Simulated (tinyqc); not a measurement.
Inside a calculation. Method: RKS/B3LYP (VWN-RPA form) in the sto-3g basis, for H2O, spin multiplicity 1. One step of it, computed by the program tinyqc.

Task: Iteration 1: diagonalisation and new density. Diagonalise F' = X^T F X, C = X C', fill 5 alpha and 5 beta electrons from the bottom; D = 2 C_occ C_occ^T. Each column has its largest component positive (the first on a tie).

Kohn-Sham matrix F (hartree), order 1O 1s, 1O 2s, 1O 2px, 1O 2py, 1O 2pz, 2H 1s, 3H 1s:
```
[[-24.843681, -5.836821, 0.000000, 0.000000, -0.027547, -0.513246, -0.513246],
 [-5.836821, -3.377183, 0.000000, 0.000000, -0.039776, -0.539405, -0.539405],
 [0.000000, 0.000000, -1.674391, 0.000000, 0.000000, 0.000000, 0.000000],
 [0.000000, 0.000000, 0.000000, -1.661407, 0.000000, -0.223021, 0.223021],
 [-0.027547, -0.039776, 0.000000, 0.000000, -1.652828, -0.209274, -0.209274],
 [-0.513246, -0.539405, 0.000000, -0.223021, -0.209274, -0.118259, -0.123034],
 [-0.513246, -0.539405, 0.000000, 0.223021, -0.209274, -0.123034, -0.118259]]
```

X, order 1O 1s, 1O 2s, 1O 2px, 1O 2py, 1O 2pz, 2H 1s, 3H 1s:
```
[[1.022734, -0.128771, 0.000000, 0.000000, -0.003877, 0.013016, 0.013016],
 [-0.128771, 1.072912, 0.000000, 0.000000, 0.032642, -0.130847, -0.130847],
 [0.000000, 0.000000, 1.000000, 0.000000, 0.000000, 0.000000, 0.000000],
 [0.000000, 0.000000, 0.000000, 1.026988, 0.000000, -0.100817, 0.100817],
 [-0.003877, 0.032642, 0.000000, 0.000000, 1.020894, -0.084114, -0.084114],
 [0.013016, -0.130847, 0.000000, -0.100817, -0.084114, 1.052269, -0.043274],
 [0.013016, -0.130847, 0.000000, 0.100817, -0.084114, -0.043274, 1.052269]]
```

Give: F' = X^T F X; orbital energies; coefficients C; D after iteration 1.

Result:

F' = X^T F X (hartree):
```
[[-24.5283, -2.6572, 0.0000, 0.0000, -0.0310, -0.0551, -0.0551],
 [-2.6572, -2.4274, 0.0000, 0.0000, -0.0349, -0.1697, -0.1697],
 [0.0000, 0.0000, -1.6744, 0.0000, 0.0000, 0.0000, 0.0000],
 [0.0000, 0.0000, 0.0000, -1.6598, 0.0000, -0.0840, 0.0840],
 [-0.0310, -0.0349, 0.0000, 0.0000, -1.6538, -0.0673, -0.0673],
 [-0.0551, -0.1697, 0.0000, -0.0840, -0.0673, 0.0222, -0.0483],
 [-0.0551, -0.1697, 0.0000, 0.0840, -0.0673, -0.0483, 0.0222]]
```

orbital energies (hartree): [-24.8438, -2.1408, -1.6744, -1.6679, -1.6553, 0.0043, 0.0786]

coefficients C, order 1O 1s, 1O 2s, 1O 2px, 1O 2py, 1O 2pz, 2H 1s, 3H 1s:
```
[[1.0005, -0.2448, 0.0000, 0.0000, 0.0176, 0.0408, 0.0000],
 [-0.0023, 1.0522, 0.0000, 0.0000, -0.0733, -0.3008, 0.0000],
 [0.0000, 0.0000, 1.0000, 0.0000, 0.0000, 0.0000, 0.0000],
 [0.0000, 0.0000, 0.0000, 1.0149, 0.0000, 0.0000, -0.2122],
 [0.0010, 0.1057, 0.0000, 0.0000, 1.0073, -0.1777, 0.0000],
 [0.0004, -0.0580, 0.0000, -0.0478, -0.0395, 0.7270, 0.7797],
 [0.0004, -0.0580, 0.0000, 0.0478, -0.0395, 0.7270, -0.7797]]
```

D after iteration 1, order 1O 1s, 1O 2s, 1O 2px, 1O 2py, 1O 2pz, 2H 1s, 3H 1s:
```
[[2.1225, -0.5222, 0.0000, 0.0000, -0.0141, 0.0279, 0.0279],
 [-0.5222, 2.2251, 0.0000, 0.0000, 0.0748, -0.1164, -0.1164],
 [0.0000, 0.0000, 2.0000, 0.0000, 0.0000, 0.0000, 0.0000],
 [0.0000, 0.0000, 0.0000, 2.0600, 0.0000, -0.0970, 0.0970],
 [-0.0141, 0.0748, 0.0000, 0.0000, 2.0518, -0.0918, -0.0918],
 [0.0279, -0.1164, 0.0000, -0.0970, -0.0918, 0.0144, 0.0053],
 [0.0279, -0.1164, 0.0000, 0.0970, -0.0918, 0.0053, 0.0144]]
```
